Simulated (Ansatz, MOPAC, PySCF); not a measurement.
Breaking a bond: OH, doublet.

Levels: AM1, unrestricted, heats of formation (MOPAC); UKS-PBE = unrestricted PBE/cc-pVQZ (Ansatz, a quantum-chemistry and plane-wave program); UCCSD(T) = CCSD(T) on UHF/cc-pVQZ, 1 core orbital frozen (PySCF).

Energies relative to the lowest point of each curve near equilibrium, in kcal/mol:

```
R / Å    AM1  UKS-PBE
-----  -----  -------
0.88     2.7      7.0
0.97     0.2      0.1
1.03     3.0      1.0
1.08     7.3      3.9
1.14    14.3      9.1
1.21    24.0     16.7
1.31    39.7     28.8
1.61    83.1     64.5
1.73    92.9     76.2
2.93   110.7    107.7
3.39   111.0    108.9
3.85   111.0    109.2
```

Problem. Estimate the UCCSD(T) values at these points.

Solution. 0.88: 5.6; 0.97: 0.0; 1.03: 1.8; 1.08: 5.4; 1.14: 11.3; 1.21: 19.5; 1.31: 32.4; 1.61: 68.4; 1.73: 79.7; 2.93: 105.2; 3.39: 105.4; 3.85: 105.5 (kcal/mol).

The unrestricted determinant behind UKS-PBE is spin-contaminated at 1.73 to 3.85 Å (<S²> up to 1.7, against 0.75 for a pure doublet). The unrestricted determinant behind UCCSD(T) is spin-contaminated at 1.31 to 3.85 Å (<S²> up to 1.8, against 0.75 for a pure doublet).
